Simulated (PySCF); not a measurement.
# C5H11F (CH3CH2CH2CHFCH3): the cost of one run

Programs: PySCF 2.14.0, with density-fitted response routines of our own. Each step states its level of theory. These are calculated values for one molecule, in the gas phase or a continuum, unless marked as measured. Atoms are numbered from 0 throughout.

## Step 1: The starting structure

17 atoms, charge 0, multiplicity 1; geometry from: GFN2-xTB. The atoms were then displaced at random by about 0.01 Å, so the start is not that level's minimum.

Bonds of the start (Å): C0–C1 1.54, C1–C2 1.54, C2–C3 1.49, C3–C4 1.55, C3–F5 1.39, C0–H6 1.07, C0–H7 1.07, C0–H8 1.11, C1–H9 1.09, C1–H10 1.10, C2–H11 1.09, C2–H12 1.08, C3–H13 1.10, C4–H14 1.08, C4–H15 1.09, C4–H16 1.07.

## Step 2: Optimising the geometry at PBE0-D3(BJ)/def2-TZVP

The job: settings as JSON, then the geometry in Å.

```
{"job": {"xc": "PBE0", "basis": "def2-TZVP", "d3": "d3bj", "grid": 2, "shake": 0.01, "kind": "geom"}, "charge": 0, "multiplicity": 1}
C      2.532850     0.008040    -0.247450
C      1.288030    -0.123530     0.647180
C     -0.030080     0.066820    -0.134320
C     -1.203260    -0.073680     0.766620
C     -2.548900     0.142720     0.018910
F     -1.256610    -1.351980     1.300460
H      3.436620    -0.109350     0.319430
H      2.506450    -0.697070    -1.057330
H      2.534910     1.031130    -0.678750
H      1.292200    -1.114130     1.113280
H      1.333320     0.613640     1.464960
H     -0.027730     1.062930    -0.571710
H     -0.096700    -0.662480    -0.934570
H     -1.175750     0.598110     1.643370
H     -2.583030     1.150240    -0.363990
H     -3.386450     0.016480     0.711960
H     -2.632380    -0.546060    -0.794580
```

Launch:

```console
OMP_NUM_THREADS=1 python probes_run.py task.json out
```

The driver reads the jobs from task.json and runs them one after another.

Q: Estimate the wall time and peak memory of this first job on 1 thread of Arm Neoverse V2, shared host.

About 3.1 min, with a peak of 1.2 GiB.
